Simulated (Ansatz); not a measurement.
Input for Ansatz (development build ahead of 0.2.0):

```yaml
crystal:
  periodic: [false, false, false]
  atoms:
    - { symbol: C, position_ang: [0.03798, -0.26132, -0.53413] }
    - { symbol: C, position_ang: [-0.02794, 0.27308, 0.52575] }
    - { symbol: H, position_ang: [0.06213, -0.73357, -1.4938] }
    - { symbol: H, position_ang: [-0.08029, 0.76029, 1.49293] }
basis:
  gaussian: { orbitals: def2-SVP }
total_charge: 1
magnetization:
  spin_polarized: true
  initial_magnetization: 1
hamiltonian:
  xc: hf
output:
  forces: true
```

The input is written out in the form of the current development build from the run's settings.

Output:

```json
{
  "Converged": "yes",
  "Total energy": "-76.39533 hartree",
  "Spin squared of the determinant": "0.754",
  "Stability test": "minimum"
}
```

Forces (eV/Å):
```
atom      Fx      Fy      Fz
  C1   0.147  -2.193  -4.429
  C2  -0.226   2.470   4.944
  H3   0.081  -0.214  -0.387
  H4  -0.002  -0.063  -0.127
```
